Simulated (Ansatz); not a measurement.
[H···H···F], doublet: reading a ladder of total energies

Geometry: a point of a hydrogen-transfer path between rigid fragments, not a stationary point.

```xyz
3

H     0.0000    0.0000   -1.0773
H     0.0000    0.0000    0.0187
F     0.0000    0.0000    1.0587
```

Basis 6-31G; Ansatz 0.2.0. Only valence electrons are correlated (noble-gas cores frozen), which leaves 9 electrons in 12 orbitals. R marks a restricted (for open shells ROHF) determinant, U an unrestricted one.

Full CI is exact within this basis and frozen core; it isn't the basis-set limit. The frozen core follows each run's orbitals, which can shift R against U totals by a few meV.

Runs differ by some tens of microhartree through their thresholds and, for an open shell, their frozen cores, so steps under 0.1 kcal/mol mean nothing.

| level | total energy (hartree) |
| --- | --- |
| UHF | -100.453893 |
| UMP2 | -100.585948 |
| UCCSD | -100.591084 |
| UCCSD(T) | -100.592025 |
| UCCSDT | -100.592140 |
| UCCSDT(Q) | -100.592553 |
| UCCSDTQ | -100.592531 |
| full CI | -100.592541 |

**Question.** What is the correlation energy at full CI, and what share of it do UMP2 and UCCSDT recover?

**Answer.** E(corr) = -100.592541 − (-100.453893) = -0.138648 hartree = -3.773 eV. UMP2: -0.132055 / -0.138648 = 95.24 %. UCCSDT: -0.138247 / -0.138648 = 99.71 %.

**Question.** By how many kcal/mol does UCCSD(T) miss full CI (1 hartree = 627.509 kcal/mol), and which steps make up the rest?

**Answer.** -100.592025 − (-100.592541) = 0.000516 hartree = 0.32 kcal/mol. Steps: UCCSDT − UCCSD(T) = -0.07, UCCSDT(Q) − UCCSDT = -0.26, UCCSDTQ − UCCSDT(Q) = 0.01, full CI − UCCSDTQ = -0.01 kcal/mol. That is within 1 kcal/mol of the reference in this basis, which itself misses far more of the correlation at the basis-set limit.
